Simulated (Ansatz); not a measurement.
Molecular dynamics of CH5NOS

The input (input.yaml):

```yaml
crystal:
  periodic: [false, false, false]
  atoms:
    - { symbol: "N", position_ang: [-0.139644, 1.616126, -0.296291] }
    - { symbol: C, position_ang: [0.362951, 0.215245, -0.244776] }
    - { symbol: O, position_ang: [-0.398614, -0.528565, 0.780372] }
    - { symbol: S, position_ang: [0.24073, -2.147099, 0.892047] }
    - { symbol: H, position_ang: [-1.183808, 1.52688, -0.423569] }
    - { symbol: H, position_ang: [-0.056466, 1.970694, 0.694443] }
    - { symbol: H, position_ang: [1.449882, 0.237428, -0.011055] }
    - { symbol: H, position_ang: [0.230768, -0.24008, -1.252525] }
    - { symbol: H, position_ang: [-0.50581, -2.650638, -0.138646] }
basis:
  gaussian: { orbitals: STO-3G }
hamiltonian:
  xc: pbe0
  dispersion: d4
md:
  timestep: 2.0
  n_steps: 40
  ensemble: nvt_langevin
  temperature: 300.0
  initial_velocities: maxwell_boltzmann
  seed: 221131
  friction: 0.05
```

Command:

```bash
$ ansatz run input.yaml --threads 1 --pin off --max-ram 2048MiB --backend cpu --events-out ev --progress --plain --runs-dir out
```

It starts from a relaxed structure.

Output, in part (step lines, the closing report, with atoms numbered from 0):

```
md step     0: t =     0.00 fs  T =   266.7 K  F+E_penalty+E_count = -15300.36156954 eV  E_kin = 0.310224 eV  (21 SCF iters)
[... lines left out ...]
Total energy: -15300.17226974 eV, -562.2709600837 hartree
Atom 0 at    -0.055393     1.679733    -0.348009 Å, force     1.920527     1.529554     2.246156 eV/Å
Atom 1 at     0.479188     0.286591    -0.304751 Å, force    -0.048271    -0.586274     0.592197 eV/Å
Atom 2 at    -0.258053    -0.482971     0.742004 Å, force     0.135430     0.512554    -0.170197 eV/Å
Atom 3 at     0.262980    -2.147099     0.752741 Å, force     0.000799     0.219360    -0.243640 eV/Å
Atom 4 at    -1.039963     1.624709    -0.030331 Å, force    -1.363477    -0.532054    -0.164272 eV/Å
Atom 5 at     0.355339     2.132305     0.585447 Å, force    -0.522891    -0.795766    -2.017382 eV/Å
Atom 6 at     1.568429     0.353912    -0.063739 Å, force    -0.180912    -0.156953    -0.282668 eV/Å
Atom 7 at     0.343691    -0.187818    -1.303980 Å, force     0.030882     0.002983     0.015797 eV/Å
Atom 8 at    -0.469505    -2.471826    -0.356194 Å, force     0.027913    -0.193403     0.024009 eV/Å
Dipole moment:    -0.007236    -0.120293     0.032570 e Å
```

The steps, from the saved trajectory:

```
time (fs)  T (K)  potential energy less start (eV)
        0    267                             0.000
        2    151                             0.221
        4    222                             0.118
        6    256                             0.217
        8    294                             0.206
       10    279                             0.258
       12    272                             0.187
       14    174                             0.310
       16    297                             0.168
       18    267                             0.360
       20    274                             0.333
       22    257                             0.347
       24    227                             0.403
       26    225                             0.397
       28    257                             0.451
       30    294                             0.430
       32    354                             0.465
       34    346                             0.342
       36    295                             0.393
       38    378                             0.239
       40    221                             0.428
       42    236                             0.376
       44    184                             0.412
       46    238                             0.314
       48    270                             0.275
       50    259                             0.289
       52    237                             0.343
       54    237                             0.349
       56    293                             0.324
       58    371                             0.191
       60    430                             0.235
       62    425                             0.261
       64    398                             0.320
       66    278                             0.416
       68    303                             0.390
       70    250                             0.425
       72    191                             0.453
       74    283                             0.316
       76    404                             0.212
       78    386                             0.203
       80    401                             0.189
```

All steps were run. A step of 2 fs is long for free X–H stretches (periods near 10 fs) and can bias their spread and the temperature. A run of 0.08 ps of so small a system gives no equilibrium averages. Limits of this set-up: minimal basis.

The same pairs are bonded in the first frame and the last. Pairs count as bonded within 1.25 times the sum of covalent radii (0.12 Å more for H–H).

Last frame:

```xyz
9
Properties=species:S:1:pos:R:3
N -0.055 1.680 -0.348
C 0.479 0.287 -0.305
O -0.258 -0.483 0.742
S 0.263 -2.147 0.753
H -1.040 1.625 -0.030
H 0.355 2.132 0.585
H 1.568 0.354 -0.064
H 0.344 -0.188 -1.304
H -0.469 -2.472 -0.356
```

Time of the run: 60 s on 1 thread of Arm Neoverse V1 (shared host), peak memory 0.086 GiB.
